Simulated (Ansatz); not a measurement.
Zinc-blende AlN (metastable phase), treated with PBE in Ansatz (PAW).

The same calculation (at the measured cell, 10.503 Å³/atom) with different numerical settings:

```json
[
 {"run": "1", "k mesh": "4×4×4", "gap on the mesh (eV)": "3.295", "total energy (eV/atom)": "-462.0879", "rough time": "under 3 core-s"},
 {"run": "2", "k mesh": "6×6×6", "gap on the mesh (eV)": "3.319", "total energy (eV/atom)": "-462.1054", "rough time": "under 3 core-s"},
 {"run": "3", "k mesh": "8×8×8", "gap on the mesh (eV)": "3.321", "total energy (eV/atom)": "-462.1062", "rough time": "under 3 core-s"},
 {"run": "4", "k mesh": "12×12×12", "gap on the mesh (eV)": "3.321", "total energy (eV/atom)": "-462.1063", "rough time": "under 3 core-s"},
 {"run": "5", "k mesh": "16×16×16", "gap on the mesh (eV)": "3.321", "total energy (eV/atom)": "-462.1063", "rough time": "under 3 core-s"},
 {"run": "6", "k mesh": "20×20×20", "gap on the mesh (eV)": "3.321", "total energy (eV/atom)": "-462.1063", "rough time": "4 core-s"}
]
```

In the column total energy (eV/atom) the first row differs from the last by +0.0184 and the next to last by 0.0000.

The last row is no converged limit: other settings stay fixed.

Ansatz is a quantum-chemistry and plane-wave program.
